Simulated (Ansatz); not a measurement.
Reaction: C2H2O (SMILES C#CO) → C2H (SMILES C#[C], doublet) + HO (SMILES [OH], doublet) (the C-O bond breaks)
Each species at its own B3LYP-D3(BJ)/def2-TZVP minimum (Ansatz, an electronic-structure program), one conformer.

Total energies in hartree (Ansatz). UHF or UKS for unpaired electrons; spin-orbit terms are left out. Correlated methods leave the cores frozen. No relativity. The UHF reference of C2H ([C]#C, doublet) is spin-contaminated (<S^2> up to 0.36 over the pure value in the sets run).

| species | HF/cc-pVTZ | CCSD(T)/cc-pVTZ | HF/cc-pVQZ | CCSD(T)/cc-pVQZ | CCSDT(Q)/cc-pVTZ |
|---|---|---|---|---|---|
| 1: C2H2O (SMILES C#CO) | -151.72785 | -152.30357 | -151.73904 | -152.34972 | -152.30516 |
| 2: C2H (SMILES [C]#C, doublet) | -76.17745 | -76.46716 | -76.18236 | -76.48720 | -76.46970 |
| 3: HO (SMILES [OH], doublet) | -75.41896 | -75.63769 | -75.42557 | -75.66159 | -75.63817 |

Q: Work out the bond dissociation energy (electronic) in kcal/mol: take Hartree-Fock from cc-pVQZ, extrapolate the CCSD(T) correlation energy as X^-3 (X = 3, 4), and add CCSDT(Q) - CCSD(T) in cc-pVTZ. 1 hartree = 627.51 kcal/mol.

A: 
Species 1: correlation (64·(-0.61068) - 27·(-0.57572))/37 = -0.63619; step -0.00159; E1 = -151.73904 + (-0.63619) + (-0.00159) = -152.37682
Species 2: correlation (64·(-0.30484) - 27·(-0.28971))/37 = -0.31588; step -0.00254; E2 = -76.18236 + (-0.31588) + (-0.00254) = -76.50078
Species 3: correlation (64·(-0.23602) - 27·(-0.21873))/37 = -0.24864; step -0.00048; E3 = -75.42557 + (-0.24864) + (-0.00048) = -75.67469
-1·E1 +1·E2 +1·E3 = 0.20135 hartree = 126.3 kcal/mol.
